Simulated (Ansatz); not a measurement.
Results of LDA in Ansatz (PAW) for rock-salt MgS.

Numerical settings: plane-wave cutoff 520 eV, 12×12×12 k mesh, scalar-relativistic PAW data made under PBE.

Cell (relaxed at this level):

```
CELL_PARAMETERS angstrom
      0.00000     2.56456     2.56456
      2.56456     0.00000     2.56456
      2.56456     2.56456     0.00000
ATOMIC_POSITIONS crystal
  Mg 0.00000 0.00000 0.00000
  S  0.50000 0.50000 0.50000
```

Q: What does this level give for the Voigt–Reuss–Hill shear modulus (Hill average), elastic constant C44, Voigt–Reuss–Hill bulk modulus, Young modulus, elastic constant C11 and elastic constant C12?

A: 
- Voigt–Reuss–Hill shear modulus (Hill average): 58.3 GPa
- elastic constant C44: 57.0 GPa
- Voigt–Reuss–Hill bulk modulus: 83.2 GPa
- Young modulus: 142 GPa
- elastic constant C11: 164 GPa
- elastic constant C12: 42.9 GPa

Elastic constants are with the ions relaxed.

Static lattice: no zero-point or thermal effects.

Cost on a shared machine: roughly 40 core-seconds.

Ansatz is a quantum-chemistry and plane-wave program.
